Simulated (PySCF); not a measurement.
# Magnesium: a sound run and one with changed settings

Sound run: Mg [Ne] 3s2, Mg⁺ [Ne] 3s1. All numbers are calculated (PySCF 2.14, scalar relativity by spin-free X2C-1e, in jorge-DZP-DKH (7s4p1d, 24 functions)). In the sound run the correlated levels freeze [Ne]. The sound run starts from symmetry-adapted Hartree-Fock orbitals and uses a fine grid where one is needed.

Changed run: all electrons correlated in a basis built for the valence shell.

```json
{"species": "Mg", "method": "MP2", "sound run (hartree)": "-199.93396", "changed run (hartree)": "-200.00451", "converged": "yes"}
{"species": "Mg", "method": "CCSD(T)", "sound run (hartree)": "-199.94581", "changed run (hartree)": "-200.01878", "converged": "yes"}
{"species": "Mg⁺", "method": "MP2", "sound run (hartree)": "n/a", "changed run (hartree)": "-199.73952", "converged": "yes"}
{"species": "Mg⁺", "method": "CCSD(T)", "sound run (hartree)": "n/a", "changed run (hartree)": "-199.74244", "converged": "yes"}
```

Ionisation energy of Mg:

| method | sound run (eV) | changed run (eV) |
| --- | --- | --- |
| UHF | 6.610 | 6.610 |
| MP2 | 7.179 | 7.211 |
| SCS-MP2 | 7.293 | 7.314 |
| CCSD | 7.501 | 7.508 |
| CCSD(T) | 7.501 | 7.520 |

A valence basis has no tight correlating functions, so it recovers only part of the core correlation, and not evenly between atom and ion.

For comparison, NIST gives 7.646 eV between the lowest levels.
